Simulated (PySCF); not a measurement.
Simulated C 1s region for `C=C(Cl)C(N)=O`, binding energy against the vacuum level.

Every computed line was given a Gaussian of 1.0 eV full width at half maximum and an area set by the number of equivalent atoms; the highest printed point is 100. Level of theory: delta-SCF UKS SCAN, pcX-2 on the ionised atom, pcseg-1 elsewhere, spin-free X2C in PySCF.

(binding energy (eV), intensity): (289.4, 0), (289.6, 2), (289.8, 5), (290.0, 15), (290.2, 34), (290.4, 61), (290.6, 87), (290.8, 100), (291.0, 92), (291.2, 69), (291.4, 44), (291.6, 30), (291.8, 35), (292.0, 55), (292.2, 81), (292.4, 98), (292.6, 96), (292.8, 76), (293.0, 49), (293.2, 28), (293.4, 22), (293.6, 32), (293.8, 55), (294.0, 82), (294.2, 99), (294.4, 96), (294.6, 74), (294.8, 46), (295.0, 23), (295.2, 9), (295.4, 3), (295.6, 1)

Task: How many maxima does the curve show, and how many computed lines lie under it?

Result: The curve has 3 maxima (at 290.8, 292.5 and 294.3 eV). Under it lie 3 lines from 3 inequivalent carbon sites.

Task: Decompose the envelope and assign each component. Numbering: `[CH2:1]=[C:2]([Cl:3])[C:4]([NH2:5])=[O:6]`.

Result: 
```
position (eV)  relative area  line  atoms            environment
       290.82              1  C 1s     C1   terminal =CH2 carbon
       292.48              1  C 1s     C2    vinylic C–Cl carbon
       294.27              1  C 1s     C4  amide carbonyl carbon
```

Task: What are the centre and the root-mean-square width of the whole band?

Result: The area-weighted mean of the lines is 292.53 eV. Their own spread about it is 1.41 eV (rms) and each Gaussian has σ = 1.0/2.355 = 0.42 eV; the variances add, which gives 1.47 eV.

The listed C 1s values span 3.45 eV, from C1 (bonded to C (double bond) and 2 H) to C4 (bonded to O (double bond), N and C). Summing the Pauling electronegativity differences to the bonded atoms, each weighted by its formal bond order, gives -0.70 for the lowest site and +2.27 for the highest; no listed site has a larger sum than the highest.

The curve has no shake-up lines and no vibrational structure. Geometry: PBE0-D3(BJ)/def2-SVP, one conformer, isolated molecule.

Shape of the structure used: `[CH2:1]=[C:2]([Cl:3])[C:4]([NH2:5])=[O:6]`: C1–C2–C4–N5 179°, H–N5–C4–C2 180°, H–N5–C4–C2 0°.
